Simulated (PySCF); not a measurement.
Molecule: `C=CCC=C`, C5H8.

Numbering as in the mapped SMILES `[CH2:1]=[CH:2][CH2:3][CH:4]=[CH2:5]`. Each H is labelled by its parent atom. Ha(C1), Ha(C5) are cis to C3; Hb(C1), Hb(C5) are trans to C3.

Spin–spin couplings on one PBE0-D3(BJ)/def2-SVP geometry, PySCF 2.14, gas phase, non-relativistic, equivalent pairs averaged (without the spin–dipole term); isotopes ¹H; functional B3LYP.

Reference values (Hz): ³J(H(C2),Hb(C1)) = 10.3 (measured; solution (compiled); Pretsch, Buehlmann, Badertscher, Structure Determination of Organic Compounds, 4th ed., Springer 2009); ³J(H(C2),Ha(C1)) = 16.9 (measured; solution (compiled); Pretsch, Buehlmann, Badertscher, Structure Determination of Organic Compounds, 4th ed., Springer 2009); ²J(Ha(C1),Hb(C1)) = 2.2 (measured; solution (compiled); Pretsch, Buehlmann, Badertscher, Structure Determination of Organic Compounds, 4th ed., Springer 2009).

Q: How do the couplings (Hz) change with the basis set? Times are CPU seconds on shared hosts with different chips, so compare them loosely. Far from the basis limit: 6-31G*, pcJ-0, 6-31G-J, def2-TZVP, cc-pVTZ.

A: 
```
basis set  functions  ³J(H(C2),Hb(C1))  ³J(H(C2),Ha(C1))  ²J(Ha(C1),Hb(C1))  mean abs. error  core-s
   6-31G*         86               9.7              15.2               -0.2              1.4     5.4
    pcJ-0         89              10.1              16.8                1.0              0.5     5.5
  6-31G-J         92              12.0              18.0               -0.4              1.5     6.2
def2-TZVP        203               8.8              15.0                2.9              1.4      18
    pcJ-1        215              11.1              17.9                2.2              0.6      26
  cc-pVTZ        262               8.9              14.6                2.7              1.4      26
```

Errors compare magnitudes, without vibrational corrections, and the largest couplings weigh most in the mean. Closest: pcJ-0 and pcJ-1, practically level; furthest: 6-31G-J.

The Fermi-contact term samples the wavefunction at the nucleus, which is why sets with added tight s functions (names with J) are made for couplings. Agreement of an ordinary basis with the reference is then largely a cancellation of errors.
